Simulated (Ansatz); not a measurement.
**Two structures, one formula**

Two relaxed structures of CH3SSi (charge +1), singlet (PBE0-D4/def2-TZVP; forces vanish, vibrations not checked).

A:

```xyz
6
angstrom
C -0.9783 0.2102 -0.9025
Si 0.3732 -0.3096 0.0321
S 1.1290 0.3230 1.8103
H -1.8674 -0.4226 -0.9352
H -0.7961 0.7763 -1.8182
H 2.1395 -0.5773 1.8134
```

B:

C1  (0.208, 0.087, 0.371)
Si2  (-0.898, 0.116, -0.931)
S3  (1.072, 0.275, 1.670)
H4  (-2.077, -0.754, -0.827)
H5  (-0.547, 0.949, -2.090)
H6  (2.029, -0.694, 1.523)
(Å)

Computed with Ansatz 0.2.0 (basis: def2-TZVPP); correlated methods freeze the cores. B3LYP uses VWN-RPA correlation.

Which structure is lower at CCSD(T), and by how much? (To be estimated.)

Computed: A, by 90.8 kJ/mol (electronic energy, against the other). By their contacts, A is CH₃SSi ([CH2][Si][SH]), total charge +1 and B is CH₃SSi ([SiH2][C][SH]), total charge +1.

All methods give the same order:

```
   method  E(B) − E(A) (kJ/mol)
   PBE-D4                  90.1
r2SCAN-D4                  86.0
  PBE0-D4                  85.9
 B3LYP-D4                  79.1
  wB97M-V                  78.4
       HF                  53.6
      MP2                  84.2
     CCSD                  84.0
  CCSD(T)                  90.8
```

T1 diagnostic: at most 0.026. The T1 diagnostic is large here, which may signal multireference character or strong orbital relaxation, so CCSD(T) is less sure. The restricted Hartree–Fock reference is unstable towards an unrestricted one at one or more of these structures. A large double-excitation amplitude points to some diradical character; no triplet was computed.

Labels in which every atom is bracketed show which atoms are joined, not bond orders.

For scale, one of the runs: CCSD(T)/def2-TZVPP, 157 basis functions, launched by `ansatz run in.yaml --threads 2 --pin off --events-out ev --progress --plain --max-ram 4352MiB`. Hardware: 2 CPU threads of an Intel Xeon Platinum 8488C, shared host. Wall time 11 s; peak host memory 1 GiB.
